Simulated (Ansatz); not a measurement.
Consider the formal exchange of groups at a C–C bond: `O=CCOCF` + `C#CF` → `O=CC#CF` + `COCF`.

Calculated with Ansatz (gas phase, PBE0-D4/def2-TZVP geometries, no zero-point term in ΔE). CCSD(T)/CBS adds triple-zeta CCSD(T) − MP2 to the extrapolated MP2 energy (def2 sets, frozen cores). This one scheme is used for every species. Functionals use def2-TZVPP. B3LYP here is the variant with VWN-RPA as its local correlation; programs differ in this. Each species was taken in one conformer, which may not be the lowest.

Is it downhill or uphill in electronic energy at CCSD(T)/CBS, and by how much? (An estimate is asked.)

Computed: Nearly level: ΔE = +1.1 kJ/mol.

What do these levels give: PBE-D4, ωB97X-V, ωB97M-V, r2SCAN, PBE0, B3LYP, HF/def2-TZVPP, CCSD/def2-TZVPP, CCSD(T)/def2-TZVPP, HF/def2-QZVPP, SCS-MP2/def2-QZVPP, HF/CBS(def2)? (Best estimate.)

The calculation gave: PBE-D4 -13.1, ωB97X-V 1.3, ωB97M-V 2.1, r2SCAN -9.9, PBE0 -8.6, B3LYP -11.4, HF/def2-TZVPP 2.7, CCSD/def2-TZVPP 1.6, CCSD(T)/def2-TZVPP -0.4, HF/def2-QZVPP 2.6, SCS-MP2/def2-QZVPP -3.9, HF/CBS(def2) 2.6 kJ/mol.

Largest T1 diagnostic among the species: 0.015.

In def2-TZVPP, CCSD(T) changes the Hartree–Fock value by −3.1 kJ/mol (the triples alone add −2.0 kJ/mol) and MP2 by −7.3 kJ/mol. The D4 term adds +3.8 kJ/mol with B3LYP and +2.1 kJ/mol with PBE0; it sums over pairs of atoms, weighted by their polarisabilities, and B3LYP, whose exchange is more repulsive, gets the larger term.
